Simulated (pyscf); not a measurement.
PySCF, gas phase, ωB97X-D3(BJ)/def2-SVP geometries.

**Question.** How much does it cost (ΔH, 298 K, ωB97M-D3(BJ)/def2-TZVP) to split H₂N–Si(NH₂)(NH₂)–SH at its S–Si bond into H₂N–Si•(NH₂)–NH₂ + SH•?

**Answer.** S–Si to H₂N–Si•(NH₂)–NH₂ + SH•: 413.6 kJ/mol. The 7 functionals that were run give +383.3 (PBE) to +421.7 kJ/mol (ωB97X-D3(BJ)). Other isomers of H₂N–Si•(NH₂)–NH₂ were not searched in full and may lie lower. Left out: the spin-orbit lowering of SH.
